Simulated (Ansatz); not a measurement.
`NC1CCC1`, relaxed with RKS PBE0-D4/def2-TZVP in Ansatz from a GFN2-xTB geometry. The force threshold is 0.005 eV/Å; the program also tests the step.

The species carries charge 0 and has multiplicity 1.

Start:

```xyz
14

N    -1.347   -1.317   -0.453
C    -0.341   -0.303   -0.645
C    -0.414    1.018    0.166
C     1.052    0.824    0.578
C     1.021   -0.602    0.008
H    -2.230   -1.030   -0.861
H    -1.497   -1.484    0.536
H    -0.256   -0.121   -1.718
H    -0.640    1.919   -0.401
H    -1.104    0.949    1.007
H     1.258    0.904    1.643
H     1.731    1.480    0.039
H     1.826   -0.868   -0.672
H     0.941   -1.370    0.775
```

(1) By how much does the energy fall, and how many steps does the optimiser take? (Best estimate.)

(2) Which bonds change most? (Best estimate.)

(3) Give the relaxed structure. (An estimate is asked.)

## Answers

(1) Ansatz gave: 0.06 eV, in 9 steps, 1 of them rejected.

(2) The calculation gave: C5–H14 from 1.088 to 1.094 Å; C4–H12 from 1.087 to 1.092 Å; C3–H10 from 1.090 to 1.094 Å; C4–C5 from 1.536 to 1.540 Å.

(3) Computed: 
```xyz
14

N    -1.349   -1.315   -0.597
C    -0.337   -0.293   -0.598
C    -0.422    0.987    0.271
C     1.098    0.874    0.483
C     0.993   -0.614    0.098
H    -2.183   -1.010   -1.082
H    -1.618   -1.550    0.352
H    -0.143   -0.010   -1.638
H    -0.825    1.898   -0.176
H    -0.965    0.777    1.198
H     1.496    1.119    1.468
H     1.651    1.443   -0.268
H     1.790   -1.069   -0.493
H     0.814   -1.235    0.982
```
